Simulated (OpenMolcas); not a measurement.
# One shape, several levels: H3PO (phosphinous acid)

Aim: a comparison of 6 runs (HF/def2-SVP, HF/def2-SVPD, HF/aug-cc-pVDZ, B3LYP/6-31G*, PBE0/def2-SVP) of H3PO (phosphinous acid). 

The calculation is run with OpenMolcas 26.06.

5 further runs of the same task are left out: 1 that didn't finish, 4 set aside as unsound or not needed.

## (1) The molecule

H3PO has 5 atoms, charge 0, and is taken as a singlet. SMILES: `OP`. The shape is that of a GFN2-xTB optimisation. This is one conformer, not always the lowest.

Bond lengths: O1–P2 1.645 Å, O1–H3 0.958 Å, P2–H4 1.403 Å, P2–H5 1.403 Å. Angles: O1–P2–H4 95.9°, O1–P2–H5 95.7°, P2–O1–H3 113.3°, H4–P2–H5 91.5°.

## (2) Energy and gradient at HF/def2-SVP (run 1)

calc.input reads:

```
&GATEWAY
  BasLib = $CurrDir
  Coord
  5
  bohr
  O      0.61778926    -1.01759862     1.44471452
  P      0.14280660     0.44482263    -1.25678126
  H      2.08536947    -2.07849087     1.43626744
  H     -2.43300349    -0.15414496    -1.44040594
  H     -0.41296185     2.80541182    -0.18379476
  Basis = def2-SVP
  Group = NoSym

&SEWARD

&SCF
  Thresholds = 1e-10 1e-07 1e-07 1e-05
  PrOrbitals = 1

&ALASKA
```

The basis set def2-SVP is read from a file made from the Basis Set Exchange's data (not shown).

Launch:

```
$ export MOLCAS_MEM=1860
$ pymolcas calc.input > calc.log
```

The program printed:

```text
--- Start Module: gateway ---
[...]
--- Stop Module: gateway /rc=_RC_ALL_IS_WELL_ ---
[...]
      Basis functions           47
[...]
--- Start Module: scf ---
[...]
       Convergence after  12 Iterations
[...]
::    Total SCF energy                               -417.1705185478
[...]
      Total spin, S                                     0.0000000000
[...]
      Total electronic charge=   26.000000
      Total            charge=   -0.000000
[...]
      Dipole Moment (debye):
      Origin of the operator (angstrom)=    0.1433   -0.0203   -0.1695
                   X=  6.8711E-01               Y= -2.7230E-01               Z= -5.9981E-01           Total=  9.5186E-01
      Quadrupole Moment (debye*angstrom):
[...]
--- Stop Module: scf /rc=_RC_ALL_IS_WELL_ ---
--- Start Module: alaska ---
[...]
 *              Molecular gradients               *
 **************************************************
  Irreducible representation: a
 ------------------------------------------------------------------------------------------
                              X                       Y                       Z
 ------------------------------------------------------------------------------------------
  O1               -2.07305631564327E-02    1.69682425638902E-02   -5.22646255289239E-03
  P2                5.27544091440646E-03   -7.68859644527442E-04   -7.49464128409549E-03
  H3                1.27503688838813E-02   -9.57922160891389E-03    4.85377715540580E-04
  H4                4.69678013618235E-03    1.23884754196690E-03    8.08219075042771E-03
  H5               -1.99202677804200E-03   -7.85900885239776E-03    4.15353537101693E-03
 ------------------------------------------------------------------------------------------
--- Stop Module: alaska /rc=_RC_ALL_IS_WELL_ ---
[...]
```

It took 2.2 s on 1 thread of Arm Neoverse V2, shared host; peak memory 0.38 GiB.

## (3) Energy and gradient at HF/def2-SVPD (run 2)

mol.input reads:

```
&GATEWAY
  BasLib = $CurrDir
  Coord
  5
  angstrom
  O        0.326920      -0.538490       0.764510
  P        0.075570       0.235390      -0.665060
  H        1.103530      -1.099890       0.760040
  H       -1.287490      -0.081570      -0.762230
  H       -0.218530       1.484560      -0.097260
  Basis = def2-SVPD
  Group = NoSym

&SEWARD

&SCF
  Thresholds = 1e-10 1e-07 1e-07 1e-05
  PrOrbitals = 1 2

&ALASKA
```

The basis set def2-SVPD is read from a file made from the Basis Set Exchange's data (not shown).

Launch:

```
$ export MOLCAS_MEM=1860
$ pymolcas mol.input > mol.log
```

The program printed:

```text
--- Start Module: gateway ---
[...]
--- Stop Module: gateway /rc=_RC_ALL_IS_WELL_ ---
[...]
      Basis functions           71
[...]
--- Start Module: scf ---
[...]
       Convergence after  12 Iterations
[...]
::    Total SCF energy                               -417.1843001399
[...]
      Total spin, S                                     0.0000000000
[...]
      Total electronic charge=   26.000000
      Total            charge=   -0.000000
[...]
      Dipole Moment (debye):
      Origin of the operator (angstrom)=    0.1433   -0.0203   -0.1695
                   X=  5.8036E-01               Y= -3.0882E-01               Z= -3.3478E-01           Total=  7.3774E-01
      Quadrupole Moment (debye*angstrom):
[...]
--- Stop Module: scf /rc=_RC_ALL_IS_WELL_ ---
[...]
--- Start Module: alaska ---
[...]
 *              Molecular gradients               *
 **************************************************
  Irreducible representation: a
 ------------------------------------------------------------------------------------------
                              X                       Y                       Z
 ------------------------------------------------------------------------------------------
  O1               -2.24526359052430E-02    2.00418741781068E-02   -9.49470679404740E-03
  P2                6.55284403007705E-03   -4.62731407159600E-03   -4.10126113070675E-04
  H3                1.39866418841130E-02   -1.00005194005144E-02   -6.68064180764039E-04
  H4                4.37667893824667E-03    1.97830186773140E-03    7.30290914465748E-03
  H5               -2.46352894721080E-03   -7.39234257374122E-03    3.26998794324274E-03
 ------------------------------------------------------------------------------------------
--- Stop Module: alaska /rc=_RC_ALL_IS_WELL_ ---
[...]
```

Run time: 4.2 s. Hardware: 1 thread of Arm Neoverse V2, shared host; peak memory 0.42 GiB.

Runs 3 to 5 aren't shown in full; the table further down has their settings and results.

## (4) Energy and forces at PBE0/def2-SVP (run 6)

test.inp reads:

```
&GATEWAY
BASLIB = $CurrDir
COORD
5
angstrom
O        0.326920      -0.538490       0.764510
P        0.075570       0.235390      -0.665060
H        1.103530      -1.099890       0.760040
H       -1.287490      -0.081570      -0.762230
H       -0.218530       1.484560      -0.097260
BASIS = def2-SVP
GROUP = NoSym
&SEWARD
GRIDINPUT
Grid=UltraFine
End of Grid
&SCF
KSDFT = PBE0
THRESHOLDS = 1e-10 1e-07 1e-07 1e-05
PRORBITALS = 0
&ALASKA
```

The basis set def2-SVP is read from a file made from the Basis Set Exchange's data (not shown).

Launch:

```
$ export MOLCAS_MEM=1860
$ pymolcas test.inp > test.log
```

The program printed:

```text
--- Start Module: gateway ---
[...]
--- Stop Module: gateway /rc=_RC_ALL_IS_WELL_ ---
[...]
      Basis functions           47
[...]
--- Start Module: scf ---
[...]
       Convergence after  12 Iterations
[...]
::    Total KS-DFT energy                            -417.9865185651
[...]
      Total spin, S                                     0.0000000000
[...]
      Total electronic charge=   26.000000
      Total            charge=   -0.000000
[...]
      Dipole Moment (debye):
      Origin of the operator (angstrom)=    0.1433   -0.0203   -0.1695
                   X=  6.2103E-01               Y= -3.5430E-01               Z= -2.8789E-01           Total=  7.7077E-01
      Quadrupole Moment (debye*angstrom):
[...]
--- Stop Module: scf /rc=_RC_ALL_IS_WELL_ ---
[...]
--- Start Module: alaska ---
[...]
 *              Molecular gradients               *
 **************************************************
  Irreducible representation: a
 ------------------------------------------------------------------------------------------
                              X                       Y                       Z
 ------------------------------------------------------------------------------------------
  O1               -2.93058658499135E-03    8.97911417391928E-03   -1.70225380833511E-02
  P2               -9.03548855431469E-03    2.82220050525606E-03    7.36617368526105E-03
  H3               -3.42348296087369E-03    8.16708196658578E-04    3.61994183320502E-03
  H4                1.30672965223484E-02    1.13105520816681E-03    6.25536576429353E-03
  H5                2.32226157783633E-03   -1.37490780839893E-02   -2.18943199334021E-04
 ------------------------------------------------------------------------------------------
--- Stop Module: alaska /rc=_RC_ALL_IS_WELL_ ---
[...]
```

Run time: 8.4 s. Hardware: 1 thread of Arm Neoverse V2, shared host; peak memory 0.38 GiB.

## (5) The series

| run | level | integration grid | Cartesian functions | energy (Eh) | dipole moment (D) | HOMO energy (eV) | LUMO energy (eV) | wall time |
| --- | --- | --- | --- | --- | --- | --- | --- | --- |
| 1 | HF/def2-SVP | – | no | -417.170519 | 0.95 | -10.20 | 4.02 | 2.2 s |
| 2 | HF/def2-SVPD | – | no | -417.184300 | 0.74 | -10.27 | 2.44 | 4.2 s |
| 3 | HF/aug-cc-pVDZ | – | no | -417.354835 | 0.70 | -10.26 | 0.95 | 4.8 s |
| 4 | B3LYP/6-31G* (spherical functions) | UltraFine | no | -418.356437 | 0.81 | -6.93 | -0.04 | 8.4 s |
| 5 | B3LYP/6-31G* (Cartesian functions) | UltraFine | yes | -418.360156 | 0.81 | -6.93 | -0.06 | 9 s |
| 6 | PBE0/def2-SVP | UltraFine | no | -417.986519 | 0.77 | -7.18 | 0.41 | 8.4 s |

## (6) Outcome

| quantity | value |
| --- | --- |
| run 6: total energy | -417.98652 Eh |
| run 6: dipole moment | 0.77 D |
| run 6: HOMO energy | -7.18 eV |
| run 6: LUMO energy | 0.41 eV |
| run 6: HOMO–LUMO gap | 7.59 eV |
| run 6: largest force on an atom | 1.001 eV/Å |

What this shows: The dipole moment (its size) runs from 0.70 D (HF/aug-cc-pVDZ) to 0.95 D (HF/def2-SVP). The HOMO–LUMO gap runs from 6.87 eV (B3LYP/6-31G*) to 14.22 eV (HF/def2-SVP). The two ends differ in method and basis. Totals of different functionals can't be ranked against each other. All runs together took 37 s, the longest 9 s.
